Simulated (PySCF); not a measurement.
Structure problem from calculated spectra and properties.

Formula: NH4; charge +1.

| Quantity | Value |
| --- | --- |
| UV, first state | lowest singlet excitation: 14.89 eV (83 nm, f = 0.400 summed over 3 states within 0.01 eV) [TDDFT B3LYP/def2-SVPD] |
| XPS | N1s 417.0 eV [ΔSCF SCAN, pcX-2 on the ionised atom, pcseg-1 elsewhere, spin-free X2C] |
| Polarisability | 9.2 au [B3LYP/def2-SVPD] |
| NMR, other nuclei | isotropic shieldings of nuclei other than C and H, by class: 230 (1 N) ppm [GIAO B3LYP/pcSseg-2] |
| Couplings | largest of the computed one-bond spin–spin couplings (means over like bonds): 15N–1H -81.2 (×4) Hz [B3LYP/pcJ-1] |
| 1H NMR | chemical shifts (computed TMS as zero) by class: 5.01 (4 H) ppm [GIAO B3LYP/pcSseg-2] |
| Rotational structure | rotational constants A, B, C: 177.378, 177.372, 177.360 GHz [PBE0-D3(BJ)/def2-SVP] |
| Triplet | lowest triplet excitation (Tamm–Dancoff): 13.98 eV [TDA B3LYP/def2-SVPD] |
| Valence photoelectron | vertical ionisation energy: 26.52 eV [ΔSCF B3LYP/def2-SVPD] |

Gas-phase values; electronic properties from PySCF, density fitting. Levels stand in brackets. Isolated species at its PBE0-D3(BJ)/def2-SVP geometry, gas phase. Each NMR value is the plain mean over a class of atoms that symmetry, rotation or inversion makes alike.

Question: Give a SMILES that accounts for the data.

Answer: All hydrogens form one class (5.01 ppm): N–H hydrogen. The other shieldings belong to: 230 ppm, ammonium nitrogen. The couplings run between: -81.2 Hz, ammonium nitrogen and its hydrogen (with 3 like pairs). The core levels belong to: N1s 417.0 eV, ammonium nitrogen. The optimised geometry has point group Td and is a spherical top (the spread among constants that symmetry makes equal is optimisation noise). Structure: `[NH4+]` (ammonium).
